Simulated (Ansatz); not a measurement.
Saddle point of CH₇SSi, doublet (CH₆Si ([CH3][SiH3]) + HS → CH₅Si ([CH2][SiH3]) + H₂S; bonds formed: H1–S4; bonds broken: H1–C2), PBE0-D4/def2-TZVP structure:

| atom | x (Å) | y (Å) | z (Å) |
| --- | --- | --- | --- |
| H1 | -0.9840 | -0.2388 | -0.8056 |
| C2 | -0.5599 | 0.7617 | 0.3375 |
| Si3 | 0.9583 | -0.1017 | 0.9604 |
| S4 | -1.3184 | -1.1156 | -1.9096 |
| H5 | -0.4751 | 1.6585 | -0.2712 |
| H6 | -1.4927 | 0.7071 | 0.8942 |
| H7 | 1.9443 | -0.2356 | -0.1422 |
| H8 | 1.5831 | 0.6916 | 2.0573 |
| H9 | 0.5996 | -1.4423 | 1.4850 |
| H10 | -0.2548 | -0.6850 | -2.6059 |

Energies are electronic, without zero-point energy. Barriers and step energies count from the start structure reached by relaxing down the imaginary mode; all methods use the PBE0-D4 structures, on which another method's saddle can fall below an end. Ansatz 0.2.0; basis: def2-TZVPP, with def2-QZVPP for the basis limit; cores frozen in the correlated methods; orbitals are unrestricted. B3LYP uses VWN-RPA correlation. Extrapolation: Hartree–Fock as exp(−7.88 √X), correlation as X^−2.97.

```json
{"method": "SPW92", "barrier (eV)": "0.555", "step energy (eV)": "0.759"}
{"method": "PBE-D4", "barrier (eV)": "0.587", "step energy (eV)": "0.606"}
{"method": "BLYP-D4", "barrier (eV)": "0.611", "step energy (eV)": "0.584"}
{"method": "r2SCAN-D4", "barrier (eV)": "0.568", "step energy (eV)": "0.489"}
{"method": "B97M-V", "barrier (eV)": "0.680", "step energy (eV)": "0.514"}
{"method": "PBE0-D4", "barrier (eV)": "0.655", "step energy (eV)": "0.562"}
{"method": "B3LYP-D4", "barrier (eV)": "0.671", "step energy (eV)": "0.560"}
{"method": "r2SCAN0-D4", "barrier (eV)": "0.639", "step energy (eV)": "0.487"}
{"method": "BHLYP-D4", "barrier (eV)": "0.763", "step energy (eV)": "0.523"}
{"method": "CAM-B3LYP-D4", "barrier (eV)": "0.726", "step energy (eV)": "0.550"}
{"method": "wB97X-V", "barrier (eV)": "0.741", "step energy (eV)": "0.549"}
{"method": "wB97M-V", "barrier (eV)": "?", "step energy (eV)": "0.534"}
{"method": "B2PLYP", "barrier (eV)": "0.720", "step energy (eV)": "0.538"}
{"method": "PBE-QIDH", "barrier (eV)": "?", "step energy (eV)": "0.539"}
{"method": "RPA on PBE", "barrier (eV)": "?", "step energy (eV)": "0.511"}
{"method": "HF", "barrier (eV)": "0.909", "step energy (eV)": "0.330"}
{"method": "MP2", "barrier (eV)": "0.773", "step energy (eV)": "0.539"}
{"method": "CCSD", "barrier (eV)": "0.781", "step energy (eV)": "0.494"}
{"method": "CCSD(T)", "barrier (eV)": "0.742", "step energy (eV)": "0.515"}
```

Task: Fill in the withheld barriers. (An estimate is asked for; the value comes from the calculation.)

Result: By the calculation: PBE-QIDH 0.727; RPA on PBE 0.741; wB97M-V 0.754 eV. Each is the energy of the saddle less that of the start structure, by the same method.

For comparison, the barrier by CCSD(T) at an estimated basis limit (MP2 extrapolated from triple and quadruple zeta, plus CCSD(T) − MP2 in triple zeta) is 0.719 eV.

T1 diagnostic: at most 0.015. ⟨S²⟩ of the unrestricted Hartree–Fock references: 0.76 to 0.78 (a pure state has 0.75).

Radical steps of this kind take place in plasma deposition and etching.

Labels in which every atom is bracketed show which atoms are joined, not bond orders.

For scale, one of the runs: CCSD(T)/def2-TZVPP, 213 basis functions (an equivalent command: `ansatz run in.yaml --threads 4`). Hardware: 4 CPU threads, shared host. Wall time 3 min; peak host memory 7.3 GiB.
